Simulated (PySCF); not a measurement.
Geometries of 3 isomers of C4H6N2, from PySCF, PBE0-D3(BJ)/def2-SVP geometry optimisation, gas phase. One conformer each, no zero-point energy, no frequencies.

Question: Which is lowest in electronic energy at this level?
A.
```xyz
12
angstrom
C     -1.752   -0.147    0.557
N     -0.383   -0.120    0.115
C      0.461    0.940    0.101
C      1.650    0.490   -0.442
C      1.402   -0.870   -0.724
N      0.170   -1.222   -0.384
H     -1.998    0.812    1.030
H     -2.430   -0.316   -0.292
H     -1.892   -0.956    1.287
H      0.161    1.916    0.476
H      2.562    1.059   -0.603
H      2.076   -1.607   -1.160
```
B.
```xyz
12
angstrom
C      1.777   -1.645   -1.446
C      0.781   -0.790   -1.177
N      1.030    0.453   -0.609
C      0.080    1.170   -0.150
N     -1.279    0.888   -0.161
C     -1.843    0.134    0.680
H      1.576   -2.618   -1.898
H      2.809   -1.378   -1.207
H     -0.255   -1.065   -1.426
H      0.314    2.179    0.224
H     -1.305   -0.354    1.514
H     -2.924   -0.053    0.598
```
C.
```xyz
12
angstrom
C     -1.668   -0.298    0.143
N     -0.260   -0.043   -0.009
C      0.744   -0.978   -0.050
C      1.910   -0.260   -0.178
N      1.644    1.079   -0.215
C      0.342    1.175   -0.111
H     -1.896   -0.706    1.140
H     -2.021   -1.008   -0.620
H     -2.220    0.643    0.018
H      0.542   -2.045    0.013
H      2.926   -0.646   -0.247
H     -0.236    2.100   -0.105
```

Answer: C. That is `Cn1ccnc1`, 8.9 kcal/mol below the next.

| SMILES | atoms numbered as above | E (Eh) | relative (kcal/mol) | relative (kJ/mol) | dipole (D) |
| --- | --- | --- | --- | --- | --- |
| Cn1ccnc1 | [CH3:1][n:2]1[cH:3][cH:4][n:5][cH:6]1 | -265.03804 | 0.0 | 0.0 | 4.09 |
| Cn1cccn1 | [CH3:1][n:2]1[cH:3][cH:4][cH:5][n:6]1 | -265.02387 | 8.9 | 37.2 | 2.38 |
| C=C/N=C\N=C | [CH2:1]=[CH:2]/[N:3]=[CH:4]\[N:5]=[CH2:6] | -264.96210 | 47.7 | 199.4 | 2.72 |

As drawn, the lowest has an aromatic ring, which the highest lacks; the highest has a C=N bond and a C=C bond outside aromatic rings, which the lowest lacks.
